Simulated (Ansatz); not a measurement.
Ideal-gas functions of `C=CF` at 400 K and 1 bar, from an Ansatz frequency run at PBE0-D4/def2-TZVP.

Molar mass 46.04 g/mol, point group Cs (symmetry number 1), electronic degeneracy 1, moments of inertia 7.656, 47.24, 54.897 u Å². Harmonic wavenumbers (cm⁻¹, unscaled): 488, 737, 892, 948, 973, 1190, 1335, 1410, 1732, 3185, 3213, 3286.

Use S(trans) = R[1.5 ln M + 2.5 ln T − 1.1517]; rotational temperatures θ = 24.2544 K / I; S(rot) = R[ln(√π/σ · √(T³/θAθBθC)) + 1.5]; for each mode x = 1.438777 ν̃/T, S = R[x/(eˣ − 1) − ln(1 − e⁻ˣ)] and H = RT x/(eˣ − 1); 1 cm⁻¹ = 0.0119627 kJ/mol; R = 8.31446 J/(mol·K).

By hand: the entropy, in J/(mol·K).

Translation 162.7. Rotation: θ = 3.168, 0.5134, 0.4418 K, giving 93.3. Vibration, mode by mode: 4.63, 2.28, 1.47, 1.25, 1.16, 0.62, 0.40, 0.32, 0.12, 0.00, 0.00, 0.00, in all 12.2. Electronic 0.0. Sum 268.2 J/(mol·K).

By hand: H − E and G − E in kJ/mol, counted from the electronic energy.

Zero-point energy ½ × 19389 × 0.0119627 = 116.0; thermal vibration 3.6; translation, rotation and pV give 4 RT = 13.3. H − E = 132.9 kJ/mol, and G − E = 132.9 − 400 × 268.2/1000 = 25.6 kJ/mol.

Vibration gives 5 % of the entropy.
